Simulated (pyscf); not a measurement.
Structures and frequencies: ωB97X-D3(BJ)/def2-SVP in PySCF. MP2 and CC: frozen core, UHF for open shells. ΔMP2 is the change of the MP2 total energy from the triple- to the quadruple-zeta basis.

What is the homolytic dissociation enthalpy (298 K, CCSD(T)/def2-TZVPP + ΔMP2(QZVPP)) of the C–Ga bond of H₂C=CH–GaH–OH, to •HC=CH₂ + [HO–GaH]•?

C–Ga to •HC=CH₂ + [HO–GaH]•: 363.3 kJ/mol. The radicals are drawn with the spin at the cut bond; how far it spreads was not checked. Other isomers of •HC=CH₂, [HO–GaH]• were not searched in full and may lie lower. The CCSD(T) − MP2 part came from Ansatz, without density fitting, on the same reference. A UHF reference is spin-contaminated (<S²> up to 0.96), which harms MP2 most. The frozen core leaves the outer d or s,p core shells of the metals and heavy elements correlated in the MP2 and CC values, and def2-TZVPP describes them poorly, which can shift differences by a few kcal/mol. Elements up to Kr have no core potential and no relativistic terms here.
